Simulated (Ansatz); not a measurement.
A made-up structure of LiAlH$_{2}$, closed shell:

Li1  (-2.637, -0.756, 0.190)
Al2  (0.197, 0.056, -0.014)
H3  (1.588, -0.690, 0.877)
H4  (0.852, 1.389, -1.053)
(Å)

It is relaxed with PBE-D4/def2-SVP and then PBE0-D4/def2-TZVP (Ansatz 0.2.0). Atoms count as bonded within 1.22 times the sum of their covalent radii (H–H: 0.88 Å). The end point is not checked to be a true minimum.

Task: Does its bonding change? (A judgement: the text doesn't fix the answer.)

Result: By the calculation: No: no bond forms or breaks.

Where it ends: The first stage lowers the energy by 0.37 eV in 5 steps. It ends as LiAlH₂ ([Li][AlH2]):
Li1  (-2.354, -0.675, 0.170)
Al2  (0.176, 0.051, -0.013)
H3  (1.417, -0.616, 0.783)
H4  (0.761, 1.240, -0.941)
(Å)

Labels in which every atom is bracketed show which atoms are joined, not bond orders.

For scale, one of the runs: PBE0-D4/def2-TZVP relaxation, 63 basis functions, launched by `ansatz run in.yaml --threads 2 --pin off --events-out ev --progress --plain --max-ram 4352MiB`. The run took about 2.3 s on 2 CPU threads of an Arm Neoverse V1 (shared host).
